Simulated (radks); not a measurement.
# N²⁺ in [He] 2s2 2p0.75 3d0.25: an all-electron calculation

What are the levels of the nitrogen ion N2+, how large are its shells, and how does its energy divide?

Method: scalar-relativistic Kohn-Sham, PBE, spin-polarised, spherical densities, point nucleus; open shells are filled with parallel spins first. Code: radks (a radial shooting solver on a logarithmic mesh, Libxc functionals) version 1.

### Step 1. What is computed

* element: nitrogen (Z = 7)
* charge: +2
* electrons: 5
* configuration: [He] 2s2 2p0.75 3d0.25

### Step 2. Self-consistent calculation

The run's settings:

```text
Z 7
configuration [He] 2s2 2p0.75 3d0.25
relativity scalar-relativistic
functional pbe,pbe
spin polarised
nucleus point
c 137.035999084
```

Run with:

```sh
$ python run_ks.py task.json out
```

All runs below come from this command, one after another.

What does the calculation give?

As calculated:

| quantity | value |
| --- | --- |
| total energy | -52.63374 hartree |
| exchange-correlation share of it | 10.70 % |
| −T/E | 0.9991 |
| highest occupied level | 3d up, -9.578 eV |
| most extended occupied level | 3d up, <r> = 3.60 bohr |
| radius at density 0.001 e/bohr³ | 2.93 bohr |
| maxima of the radial density | 2 |

**Reading.** The radial density shows 2 maxima for 3 occupied principal shells; where shells overlap, one shows as a shoulder or not at all. This is not the tabulated ground configuration, so its levels and sizes aren't those of the ground state, and no measured value stands beside it.
